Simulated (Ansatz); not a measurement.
**BFH2O: reaction (reductive elimination)**

Wanted: the energy profile along the reaction (reductive elimination), from relaxed end points and a band of images. Meant to form: H2–O3; to break: B1–H2, B1–O3. The start is a guess near the saddle point, from which both ends are pulled out.

All numbers below are computed with Ansatz 0.2.0 (RKS PBE0-D4/def2-SVP).

### Step 1. The structure to begin with

Bond lengths: B1–O3 1.610 Å, O3–H4 1.010 Å, B1–F5 1.320 Å. Angles: B1–O3–H4 106.4°, O3–B1–F5 155.0°.

Coordinates:

```xyz
5

B     0.0000    0.0000    0.0000
H     0.7099    0.0000    1.1951
O     1.6038    0.0000    0.1408
H     1.9037   -0.9519   -0.0141
F    -1.1431    0.0000   -0.6600
```

### Step 2. Pulling towards end A

Springs on the bonds that form and break draw the guess towards this end; the thresholds are loose.

input.yaml

```yaml
crystal:
  periodic: [false, false, false]
  atoms:
    - { symbol: B, position_ang: [0.0, 0.0, 0.0] }
    - { symbol: H, position_ang: [0.7099, 0.0, 1.1951] }
    - { symbol: O, position_ang: [1.6038, 0.0, 0.1408] }
    - { symbol: H, position_ang: [1.9037, -0.9519, -0.0141] }
    - { symbol: F, position_ang: [-1.1431, 0.0, -0.66] }
basis:
  gaussian: { orbitals: def2-SVP }
hamiltonian:
  xc: pbe0
  dispersion: d4
relax:
  f_tol: 0.15
  max_steps: 25
  restrain:
    - { distance: [1, 2], at: 2.21, k: 30.0 }
    - { distance: [0, 1], at: 1.19, k: 30.0 }
    - { distance: [0, 2], at: 1.41, k: 30.0 }
```

The run is started by

```bash
$ ansatz run input.yaml --threads 1 --pin off --max-ram 2048MiB --backend cpu --events-out ev --progress --plain --runs-dir out
```

The log of the run, cut to the lines that bear on the results:

```text
Warning: RAYON_NUM_THREADS=1 ignored (pool sized by the plan → 1); use --threads N
[...]
Functional definition: PBE0
[...]
559 factors; integrals over basis functions are off by at most 3.5e-4 eV
[...]
mean field -5460.21768278 eV, -200.6592987736 hartree, gradient 7.1e-5 eV, S^2 0.000000; 0 other end points of the search recorded, 0 dependent functions left out
[...]
reference -5460.21770358 eV, -200.6592995380 hartree; 12, 12 occupied and 40, 40 virtual orbitals, 559 factors
relax step   1: F+E_penalty+E_count = -5460.25264515 eV  Δ(F+E_penalty+E_count) = +0.000e0 eV  max|allowed force component| = 5.481e0 eV/Å  E_restraint = 11.47771038 eV  max|allowed force component, restraints' pulls added| = 2.431e1 eV/Å  Δτ_max = 0.0000 Å  (23 SCF iters, accepted)
[...]
relax step   7: F+E_penalty+E_count = -5465.66767845 eV  Δ(F+E_penalty+E_count) = -7.635e-2 eV  max|allowed force component| = 8.600e-1 eV/Å  E_restraint = 0.02816310 eV  max|allowed force component, restraints' pulls added| = 2.762e-1 eV/Å  Δτ_max = 0.1996 Å  (28 SCF iters, accepted)
[...]
relax step   8: F+E_penalty+E_count = -5465.68130952 eV  Δ(F+E_penalty+E_count) = -1.363e-2 eV  max|allowed force component| = 1.093e0 eV/Å  E_restraint = 0.03015820 eV  max|allowed force component, restraints' pulls added| = 2.936e-2 eV/Å  Δτ_max = 0.0512 Å  (22 SCF iters, accepted)
  distance H 1 - O 2 = 2.2233 Å
  distance B 0 - H 1 = 1.1924 Å
  distance B 0 - O 2 = 1.3673 Å
559 factors; integrals over basis functions are off by at most 4.5e-4 eV
[...]
mean field -5465.64784363 eV, -200.8588535044 hartree, gradient 7.3e-5 eV, S^2 0.000000; 1 other end points of the search recorded, 0 dependent functions left out
[...]
reference -5465.64786237 eV, -200.8588541929 hartree; 12, 12 occupied and 40, 40 virtual orbitals, 559 factors
Total energy: -5465.68132825 eV, -200.8600840413 hartree
Atom 0 at     0.229372    -0.084743     0.180238 Å, force     1.093067    -0.288095    -0.721697 eV/Å
Atom 1 at     0.186526    -0.125182     1.371166 Å, force    -0.235469     0.053291     0.430176 eV/Å
Atom 2 at     1.388423    -0.381078    -0.481702 Å, force    -0.858629     0.237392     0.298877 eV/Å
Atom 3 at     2.099460    -0.601832     0.127597 Å, force    -0.022259     0.002546    -0.021624 eV/Å
Atom 4 at    -0.829481     0.240936    -0.535499 Å, force     0.023289    -0.005133     0.014268 eV/Å
Dipole moment:     0.346193    -0.109269     0.337288 e Å
```

Wall time 9.9 s (1 thread of Arm Neoverse V1, shared host); peak memory 0.12 GiB.

Relaxation path:

```csv
step,energy from step 1 (eV),largest force component (eV/Å)
1,0.0000,5.4814
2,-2.0481,3.7061
3,-3.5420,5.7922
4,-4.5538,2.7235
5,-5.0435,1.6671
6,-5.3387,1.1615
7,-5.4150,0.8600
8,-5.4287,1.0931
```

Step 1 is the start. Energies and forces in the table leave out the springs, which the log lists apart; the run stops on the force with the springs' pull added.

After: Bond lengths: B1–H2 1.192 Å, B1–O3 1.367 Å, O3–H4 0.962 Å, B1–F5 1.319 Å. Angles: H2–B1–O3 120.4°, H2–B1–F5 121.4°, O3–B1–F5 118.1°, B1–O3–H4 111.7°.

Pairs that crossed the distance rule for bonds on the way: came closer B1–H2.

### Step 3. End point A

It starts where the restrained run ended.

input.yaml

```yaml
crystal:
  periodic: [false, false, false]
  atoms:
    - { symbol: B, position_ang: [0.229372, -0.084743, 0.180238] }
    - { symbol: H, position_ang: [0.186526, -0.125182, 1.371166] }
    - { symbol: O, position_ang: [1.388423, -0.381078, -0.481702] }
    - { symbol: H, position_ang: [2.09946, -0.601832, 0.127597] }
    - { symbol: F, position_ang: [-0.829481, 0.240936, -0.535499] }
basis:
  gaussian: { orbitals: def2-SVP }
hamiltonian:
  xc: pbe0
  dispersion: d4
relax:
  f_tol: 0.03
  max_steps: 50
output:
  orbitals: {}
```

The run is started by

```bash
$ ansatz run input.yaml --threads 1 --pin off --max-ram 2048MiB --backend cpu --events-out ev --progress --plain --runs-dir out
```

The log of the run, cut to the lines that bear on the results:

```text
Warning: RAYON_NUM_THREADS=1 ignored (pool sized by the plan → 1); use --threads N
[...]
Functional definition: PBE0
[...]
553 factors; integrals over basis functions are off by at most 4.1e-4 eV
[...]
mean field -5465.64783758 eV, -200.8588532820 hartree, gradient 2.5e-5 eV, S^2 0.000000; 0 other end points of the search recorded, 0 dependent functions left out
[...]
reference -5465.64785631 eV, -200.8588539702 hartree; 12, 12 occupied and 40, 40 virtual orbitals, 553 factors
relax step   1: F+E_penalty+E_count = -5465.68130346 eV  Δ(F+E_penalty+E_count) = +0.000e0 eV  max|allowed force component| = 1.093e0 eV/Å  Δτ_max = 0.0000 Å  (21 SCF iters, accepted)
[...]
relax step   4: F+E_penalty+E_count = -5465.70379590 eV  Δ(F+E_penalty+E_count) = -4.621e-3 eV  max|allowed force component| = 1.177e-1 eV/Å  Δτ_max = 0.0156 Å  (24 SCF iters, accepted)
[...]
relax step   5: F+E_penalty+E_count = -5465.70404525 eV  Δ(F+E_penalty+E_count) = -2.494e-4 eV  max|allowed force component| = 1.370e-2 eV/Å  Δτ_max = 0.0063 Å  (22 SCF iters, accepted)
553 factors; integrals over basis functions are off by at most 4.2e-4 eV
mean field -5465.67049085 eV, -200.8596857743 hartree, gradient 1.1e-5 eV, S^2 0.000000; 1 other end points of the search recorded, 0 dependent functions left out
[...]
reference -5465.67050975 eV, -200.8596864686 hartree; 12, 12 occupied and 40, 40 virtual orbitals, 553 factors
Total energy: -5465.70406414 eV, -200.8609195700 hartree
Atom 0 at     0.247011    -0.090264     0.183497 Å, force    -0.004241     0.001486     0.001665 eV/Å
Atom 1 at     0.153633    -0.116876     1.390192 Å, force    -0.000124     0.000462    -0.011360 eV/Å
Atom 2 at     1.379466    -0.376555    -0.480298 Å, force    -0.003487     0.000941     0.004378 eV/Å
Atom 3 at     2.108703    -0.604826     0.103359 Å, force    -0.005849     0.001505    -0.002595 eV/Å
Atom 4 at    -0.814513     0.236623    -0.534951 Å, force     0.013700    -0.004395     0.007911 eV/Å
Dipole moment:     0.385152    -0.121260     0.322993 e Å
```

Run time: 6.3 s. Hardware: 1 thread of Arm Neoverse V1, shared host; peak memory 0.12 GiB.

Step by step:

```csv
step,energy from step 1 (eV),largest force component (eV/Å)
1,0.0000,1.0930
2,-0.0179,0.5628
3x,-0.0140,0.4304
4,-0.0225,0.1177
5,-0.0227,0.0137
```

Step 1 is the start. 1 step was tried and not accepted (marked x).

After: Bond lengths: B1–H2 1.211 Å, B1–O3 1.344 Å, O3–H4 0.962 Å, B1–F5 1.323 Å. Angles: H2–B1–O3 123.6°, H2–B1–F5 119.0°, O3–B1–F5 117.4°, B1–O3–H4 113.0°.

### Step 4. Pulling towards end B

Springs on the bonds that form and break draw the guess towards this end; the thresholds are loose.

input.yaml

```yaml
crystal:
  periodic: [false, false, false]
  atoms:
    - { symbol: B, position_ang: [0.0, 0.0, 0.0] }
    - { symbol: H, position_ang: [0.7099, 0.0, 1.1951] }
    - { symbol: O, position_ang: [1.6038, 0.0, 0.1408] }
    - { symbol: H, position_ang: [1.9037, -0.9519, -0.0141] }
    - { symbol: F, position_ang: [-1.1431, 0.0, -0.66] }
basis:
  gaussian: { orbitals: def2-SVP }
hamiltonian:
  xc: pbe0
  dispersion: d4
relax:
  f_tol: 0.15
  max_steps: 25
  restrain:
    - { distance: [1, 2], at: 1.01, k: 30.0 }
    - { distance: [0, 1], at: 2.39, k: 30.0 }
    - { distance: [0, 2], at: 2.61, k: 30.0 }
```

The run is started by

```bash
$ ansatz run input.yaml --threads 1 --pin off --max-ram 2048MiB --backend cpu --events-out ev --progress --plain --runs-dir out
```

The log of the run, cut to the lines that bear on the results:

```text
Warning: RAYON_NUM_THREADS=1 ignored (pool sized by the plan → 1); use --threads N
[...]
Functional definition: PBE0
[...]
559 factors; integrals over basis functions are off by at most 3.5e-4 eV
[...]
mean field -5460.21768278 eV, -200.6592987736 hartree, gradient 7.1e-5 eV, S^2 0.000000; 0 other end points of the search recorded, 0 dependent functions left out
[...]
reference -5460.21770358 eV, -200.6592995380 hartree; 12, 12 occupied and 40, 40 virtual orbitals, 559 factors
relax step   1: F+E_penalty+E_count = -5460.25264515 eV  Δ(F+E_penalty+E_count) = +0.000e0 eV  max|allowed force component| = 5.481e0 eV/Å  E_restraint = 32.07813668 eV  max|allowed force component, restraints' pulls added| = 4.352e1 eV/Å  Δτ_max = 0.0000 Å  (23 SCF iters, accepted)
[...]
  distance H 1 - O 2 = 0.9831 Å
  distance B 0 - H 1 = 2.3908 Å
  distance B 0 - O 2 = 2.6097 Å
559 factors; integrals over basis functions are off by at most 7.9e-4 eV
mean field -5461.64896124 eV, -200.7118972869 hartree, gradient 1.0e-5 eV, S^2 0.000000; 1 other end points of the search recorded, 0 dependent functions left out
[...]
reference -5461.64898118 eV, -200.7118980198 hartree; 12, 12 occupied and 40, 40 virtual orbitals, 559 factors
Total energy: -5461.68498460 eV, -200.7132211211 hartree
Atom 0 at    -0.877899    -0.156762     0.177061 Å, force    -0.019398    -0.002835    -0.006840 eV/Å
Atom 1 at     1.302496     0.002025     1.144726 Å, force     0.383623    -0.008782    -0.726677 eV/Å
Atom 2 at     1.725857     0.000574     0.257492 Å, force    -0.361324     0.004098     0.727580 eV/Å
Atom 3 at     1.944604    -0.930762     0.128684 Å, force    -0.005325     0.006219     0.010217 eV/Å
Atom 4 at    -1.020757     0.133025    -1.046163 Å, force     0.002423     0.001300    -0.004281 eV/Å
Dipole moment:     0.091881    -0.245607     0.003706 e Å
```

Run time: 15 s. Hardware: 1 thread of Arm Neoverse V1, shared host; peak memory 0.12 GiB.

Step by step:

```csv
step,energy from step 1 (eV),largest force component (eV/Å)
1,0.0000,5.4814
2,1.3899,6.2979
3,1.4970,9.6556
4,-0.2499,5.6888
5,-1.2051,1.1478
6,-1.3041,0.7561
7x,-1.3253,2.0303
8,-1.3588,0.7073
9,-1.3993,0.7021
10,-1.4190,0.7104
11,-1.4180,0.9838
12,-1.4266,0.7415
13,-1.4323,0.7276
```

Step 1 is the start. 1 step was tried and not accepted (marked x). Energies and forces in the table leave out the springs, which the log lists apart; the run stops on the force with the springs' pull added.

After: Bond lengths: H2–O3 0.983 Å, O3–H4 0.965 Å, B1–F5 1.265 Å. Angles: H2–O3–H4 102.7°.

Pairs that crossed the distance rule for bonds on the way: came closer H2–O3; moved apart B1–O3.

### Step 5. End point B

It starts where the restrained run ended.

input.yaml

```yaml
crystal:
  periodic: [false, false, false]
  atoms:
    - { symbol: B, position_ang: [-0.877899, -0.156762, 0.177061] }
    - { symbol: H, position_ang: [1.302496, 0.002025, 1.144726] }
    - { symbol: O, position_ang: [1.725857, 0.000574, 0.257492] }
    - { symbol: H, position_ang: [1.944604, -0.930762, 0.128684] }
    - { symbol: F, position_ang: [-1.020757, 0.133025, -1.046163] }
basis:
  gaussian: { orbitals: def2-SVP }
hamiltonian:
  xc: pbe0
  dispersion: d4
relax:
  f_tol: 0.03
  max_steps: 50
```

The run is started by

```bash
$ ansatz run input.yaml --threads 1 --pin off --max-ram 2048MiB --backend cpu --events-out ev --progress --plain --runs-dir out
```

The log of the run, cut to the lines that bear on the results:

```text
Warning: RAYON_NUM_THREADS=1 ignored (pool sized by the plan → 1); use --threads N
[...]
Functional definition: PBE0
[...]
555 factors; integrals over basis functions are off by at most 4.6e-4 eV
[...]
mean field -5461.64897356 eV, -200.7118977398 hartree, gradient 5.5e-5 eV, S^2 0.000000; 0 other end points of the search recorded, 0 dependent functions left out
[...]
reference -5461.64899342 eV, -200.7118984696 hartree; 12, 12 occupied and 40, 40 virtual orbitals, 555 factors
relax step   1: F+E_penalty+E_count = -5461.68497699 eV  Δ(F+E_penalty+E_count) = +0.000e0 eV  max|allowed force component| = 7.276e-1 eV/Å  Δτ_max = 0.0000 Å  (21 SCF iters, accepted)
[...]
relax step   7: F+E_penalty+E_count = -5461.69548805 eV  Δ(F+E_penalty+E_count) = -5.720e-4 eV  max|allowed force component| = 4.257e-2 eV/Å  Δτ_max = 0.0244 Å  (26 SCF iters, accepted)
[...]
relax step   8: F+E_penalty+E_count = -5461.69554731 eV  Δ(F+E_penalty+E_count) = -5.925e-5 eV  max|allowed force component| = 1.227e-3 eV/Å  Δτ_max = 0.0074 Å  (24 SCF iters, accepted)
555 factors; integrals over basis functions are off by at most 4.1e-4 eV
[...]
mean field -5461.65940756 eV, -200.7122811822 hartree, gradient 2.6e-5 eV, S^2 0.000000; 1 other end points of the search recorded, 0 dependent functions left out
[...]
reference -5461.65942747 eV, -200.7122819139 hartree; 12, 12 occupied and 40, 40 virtual orbitals, 555 factors
Total energy: -5461.69556722 eV, -200.7136100250 hartree
Atom 0 at    -0.906606    -0.237853     0.142023 Å, force    -0.000188    -0.000424     0.000030 eV/Å
Atom 1 at     1.424693     0.052548     1.180913 Å, force     0.001227    -0.000627    -0.000842 eV/Å
Atom 2 at     1.675190    -0.004009     0.250341 Å, force    -0.000085    -0.000158     0.000370 eV/Å
Atom 3 at     1.878145    -0.940748     0.139067 Å, force    -0.000855     0.001000     0.000846 eV/Å
Atom 4 at    -0.997121     0.178162    -1.050543 Å, force    -0.000099     0.000209    -0.000404 eV/Å
Dipole moment:     0.181614    -0.196528     0.045668 e Å
```

Run time: 9.6 s. Hardware: 1 thread of Arm Neoverse V1, shared host; peak memory 0.12 GiB.

Relaxation path:

```csv
step,energy from step 1 (eV),largest force component (eV/Å)
1,0.0000,0.7276
2,-0.0043,0.6969
3,-0.0067,0.5400
4,-0.0089,0.1745
5,-0.0099,0.1139
6x,-0.0092,0.3423
7,-0.0105,0.0426
8,-0.0106,0.0012
```

Step 1 is the start. 1 step was tried and not accepted (marked x).

After: Bond lengths: H2–O3 0.965 Å, O3–H4 0.965 Å, B1–F5 1.266 Å. Angles: H2–O3–H4 102.9°.

### Step 6. The band

crystal.atoms is end A as relaxed above, and neb.final_atoms is end B, turned to lie on A. With 5 inner images the band has 7 in all. The start path is listed, through a guess of the saddle.

input.yaml

```yaml
crystal:
  periodic: [false, false, false]
  atoms:
    - { symbol: B, position_ang: [0.247011, -0.090264, 0.183497] }
    - { symbol: H, position_ang: [0.153633, -0.116876, 1.390192] }
    - { symbol: O, position_ang: [1.379466, -0.376555, -0.480298] }
    - { symbol: H, position_ang: [2.108703, -0.604826, 0.103359] }
    - { symbol: F, position_ang: [-0.814513, 0.236623, -0.534951] }
basis:
  gaussian: { orbitals: def2-SVP }
hamiltonian:
  xc: pbe0
  dispersion: d4
neb:
  order_check: false
  images: 5
  f_tol: 0.05
  max_iterations: 60
  final_atoms:
    - { symbol: B, position_ang: [-0.89638346, -0.34181458, 0.03029561] }
    - { symbol: H, position_ang: [1.35106877, -0.15150645, 1.25965376] }
    - { symbol: O, position_ang: [1.64959845, 0.03372376, 0.36049777] }
    - { symbol: H, position_ang: [1.93334199, -0.83306852, 0.04551629] }
    - { symbol: F, position_ang: [-0.96332575, 0.34076778, -1.03416443] }
  initial_path:
    images:
      - { positions_ang: [[0.247011, -0.090264, 0.183497], [0.153633, -0.116876, 1.390192], [1.379466, -0.376555, -0.480298], [2.108703, -0.604826, 0.103359], [-0.814513, 0.236623, -0.534951]] }
      - { positions_ang: [[0.16701171, -0.05333736, 0.12190193], [0.32243141, -0.12682355, 1.33158481], [1.45378901, -0.25431994, -0.24936494], [2.04202446, -0.7145459, 0.05014665], [-0.91095658, 0.19712875, -0.59246945]] }
      - { positions_ang: [[0.08701241, -0.01641073, 0.06030687], [0.49122981, -0.1367711, 1.27297762], [1.52811203, -0.13208488, -0.01843188], [1.97534592, -0.8242658, -0.0030657], [-1.00740017, 0.15763451, -0.64998791]] }
      - { positions_ang: [[0.00701312, 0.02051591, -0.0012882], [0.66002822, -0.14671865, 1.21437043], [1.60243504, -0.00984982, 0.21250117], [1.90866737, -0.9339857, -0.05627804], [-1.10384375, 0.11814026, -0.70750636]] }
      - { positions_ang: [[-0.29411907, -0.10026092, 0.00923974], [0.89037507, -0.14831458, 1.22946487], [1.61815618, 0.00467471, 0.26183337], [1.91689225, -0.90034664, -0.0223466], [-1.05700442, 0.19234943, -0.81639239]] }
      - { positions_ang: [[-0.59525127, -0.22103775, 0.01976767], [1.12072192, -0.14991052, 1.24455932], [1.63387731, 0.01919923, 0.31116557], [1.92511712, -0.86670758, 0.01158484], [-1.01016508, 0.26655861, -0.92527841]] }
      - { positions_ang: [[-0.89638346, -0.34181458, 0.03029561], [1.35106877, -0.15150645, 1.25965376], [1.64959845, 0.03372376, 0.36049777], [1.93334199, -0.83306852, 0.04551629], [-0.96332575, 0.34076778, -1.03416443]] }
```

The run is started by

```bash
$ ansatz run input.yaml --threads 1 --pin off --max-ram 2048MiB --backend cpu --events-out ev --progress --plain --runs-dir out
```

The log of the run, cut to the lines that bear on the results:

```text
Warning: RAYON_NUM_THREADS=1 ignored (pool sized by the plan → 1); use --threads N
[...]
Functional definition: PBE0
[...]
553 factors; integrals over basis functions are off by at most 4.2e-4 eV
[...]
mean field -5465.67049052 eV, -200.8596857620 hartree, gradient 2.3e-5 eV, S^2 0.000000; 0 other end points of the search recorded, 0 dependent functions left out
[...]
reference -5465.67050942 eV, -200.8596864565 hartree; 12, 12 occupied and 40, 40 virtual orbitals, 553 factors
555 factors; integrals over basis functions are off by at most 9.3e-4 eV
[...]
mean field -5461.65940588 eV, -200.7122811203 hartree, gradient 4.2e-6 eV, S^2 0.000000; 0 other end points of the search recorded, 0 dependent functions left out
[...]
reference -5461.65942570 eV, -200.7122818488 hartree; 12, 12 occupied and 40, 40 virtual orbitals, 555 factors
[...]
NEB iter  25: max|band force component| = 1.209e-1 eV/Å  barrier→ = 4.6912 eV  barrier← = 0.6827 eV  CI = image 4  Δτ_max = 0.0345 Å  (96 SCF iters)
[...]
NEB iter  26: max|band force component| = 5.398e-2 eV/Å  barrier→ = 4.6912 eV  barrier← = 0.6827 eV  CI = image 4  Δτ_max = 0.0051 Å  (96 SCF iters)
[...]
NEB iter  27: max|band force component| = 1.872e-2 eV/Å  barrier→ = 4.6912 eV  barrier← = 0.6827 eV  CI = image 4  Δτ_max = 0.0000 Å  (199 SCF iters)
Total energy: -5461.01289904 eV, -200.6885224321 hartree
Atom 0 at    -0.200919     0.119597     0.306333 Å, force    -0.000031    -0.000031    -0.000017 eV/Å
Atom 1 at     0.873017    -0.237439     1.255831 Å, force    -0.000018     0.000017     0.000008 eV/Å
Atom 2 at     1.366429    -0.022727     0.266811 Å, force     0.000044    -0.000021    -0.000033 eV/Å
Atom 3 at     1.706875    -0.776345    -0.263561 Å, force     0.000009     0.000011     0.000018 eV/Å
Atom 4 at    -0.671102    -0.034984    -0.903615 Å, force    -0.000004     0.000024     0.000024 eV/Å
Dipole moment:     0.532366    -0.362516    -0.176906 e Å
this run last wrote the band of iteration 27 to <dir>
```

Run time: 2 min. Hardware: 1 thread of Arm Neoverse V1, shared host; peak memory 0.098 GiB.

### Step 7. What the band shows

Images 0 and 6 are the ends. Energies count from image 0; the path length is the program's own measure over all atoms.

| image | path (Å) | energy (eV) | H2–O3 (Å) | B1–H2 (Å) | B1–O3 (Å) | band force (eV/Å) |
| --- | --- | --- | --- | --- | --- | --- |
| 0 | 0.000 | 0.0000 | 2.25 | 1.21 | 1.34 | - |
| 1 | 0.800 | 0.4578 | 2.25 | 1.21 | 1.35 | 0.019 |
| 2 | 1.601 | -0.0286 | 2.22 | 1.20 | 1.34 | 0.010 |
| 3 | 2.401 | 1.2972 | 1.84 | 1.20 | 1.36 | 0.016 |
| 4* | 3.200 | 4.6912 | 1.13 | 1.48 | 1.57 | 0.000 |
| 5 | 3.880 | 4.0783 | 0.97 | 2.19 | 2.22 | 0.000 |
| 6 | 4.560 | 4.0085 | 0.97 | 2.57 | 2.59 | - |

The star marks the climbing image.

image, energy (eV) and a bar:
```
        0      0.000 
        1      0.458 ###
        2     -0.029 
        3      1.297 ########
        4      4.691 ##############################
        5      4.078 ##########################
        6      4.008 ##########################
```

How the highest energy settled:

```csv
iteration,highest image above image 0 (eV),largest band force (eV/Å)
1,6.0718,11.701
3,4.6487,1.531
5,4.4354,1.113
7,4.7174,2.433
9,4.7141,0.482
11,4.7093,0.115
13,4.6959,0.225
15,4.6921,0.254
17,4.6913,0.274
19,4.6912,0.242
21,4.6912,1.128
23,4.6912,0.250
25,4.6912,0.121
27,4.6912,0.019
```

The band as a trajectory file:

```xyz
5
image=0 dE=0.0000
B     0.247   -0.090    0.183
H     0.154   -0.117    1.390
O     1.379   -0.377   -0.480
H     2.109   -0.605    0.103
F    -0.815    0.237   -0.535
5
image=1 dE=0.4578
B     0.273   -0.027    0.285
H    -0.008    0.039    1.460
O     1.545   -0.067   -0.170
H     1.994   -0.897   -0.331
F    -0.730    0.000   -0.582
5
image=2 dE=-0.0286
B     0.320   -0.076    0.391
H    -0.036    0.274    1.488
O     1.603   -0.388    0.149
H     1.765   -0.616   -0.776
F    -0.577   -0.146   -0.590
5
image=3 dE=1.2972
B     0.177    0.036    0.287
H     0.347   -0.047    1.468
O     1.508   -0.058    0.041
H     1.745   -0.856   -0.426
F    -0.703   -0.027   -0.707
5
image=4 dE=4.6912
B    -0.201    0.120    0.306
H     0.873   -0.237    1.256
O     1.366   -0.023    0.267
H     1.707   -0.776   -0.264
F    -0.671   -0.035   -0.904
5
image=5 dE=4.0783
B    -0.712    0.010    0.234
H     1.209   -0.341    1.225
O     1.506    0.038    0.384
H     1.820   -0.711   -0.140
F    -0.748    0.053   -1.041
5
image=6 dE=4.0085
B    -0.896   -0.342    0.030
H     1.351   -0.152    1.260
O     1.650    0.034    0.360
H     1.933   -0.833    0.046
F    -0.963    0.341   -1.034
```

(Part 1 of 2 ends here.)
